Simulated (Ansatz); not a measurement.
For rock-salt CdO, B3LYP (VWN-RPA form) (Ansatz, a first-principles code, PAW) gives:

| Quantity | Result |
|---|---|
| band gap at the measured cell | 1.29 eV |
| elastic constant C11 | 185 GPa |
| elastic constant C44 | 58.0 GPa |
| Voigt–Reuss–Hill shear modulus | 49.1 GPa |

**Question.** What does Hartree–Fock (Ansatz, plane waves, PAW) give for the same quantities?

**Answer.** 
- band gap at the measured cell: 9.21 eV (rises by 7.92 eV)
- elastic constant C11: 209 GPa (rises by 13 %)
- elastic constant C44: 77.6 GPa (goes up by 34 %)
- Voigt–Reuss–Hill shear modulus: 62.6 GPa (increases by 27 %)

For comparison: band gap 0.84 eV (measured, 100 K, no zero-point or thermal correction, lower of two indirect gaps; as tabulated in Menéndez-Proupin et al. (2004), arXiv:cond-mat/0405700).

Changes are worked out from the printed values.

Unless a cell is named, each level is at its own relaxed cell.

Spin–orbit coupling is included only where a level's name says +SOC; with heavier elements it mostly lowers gaps and can invert bands. Density-functional gaps are differences of (generalised) Kohn–Sham levels.

Ansatz's density-functional and Hartree–Fock values are scalar-relativistic unless marked +SOC, with PAW data made under PBE.
